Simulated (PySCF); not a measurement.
Gas-phase reaction: BCl3 + H2 ⇌ BHCl2 + HCl

Method: PySCF energies plus ideal-gas RRHO corrections (1 bar). † marks an energy on the PBE0/def2-TZVP geometry and frequencies. MP2 and CCSD(T) freeze the core. All species are closed-shell singlets. MP2 isn't extrapolated to the basis-set limit; its ΔH°(298 K) is 75.7 kJ in def2-SVP and 68.7 kJ in def2-TZVPP. CCSD(T) isn't extrapolated to the basis-set limit; its ΔH°(298 K) is 66.3 kJ in def2-SVP and 57.9 kJ in def2-TZVPP. The harmonic model lacks anharmonicity and excited electronic states, which grow with temperature; levels with a mode under 35 cm⁻¹ are left out.

```
level                ΔE electronic, kJ  ΔH°(298 K), kJ  ΔS°(298 K), J/K  ΔG°(1600 K), kJ
-------------------  -----------------  --------------  ---------------  ---------------
CCSD(T)/def2-TZVPP†                 50              58               35               16
M06-2X/def2-TZVP†                   59              67               35               25
MP2/def2-SVP†                       68              76               35               34
MP2/def2-TZVPP†                     61              69               35               27
PBE0/def2-QZVP†                     50              58               35               16
ωB97M-V/def2-TZVP†                  57              65               35               23
ωB97X-V/def2-TZVP†                  55              63               35               20
```
ΔH° is lowest at PBE0/def2-QZVP† and highest at MP2/def2-SVP†. No reference value is set beside these.
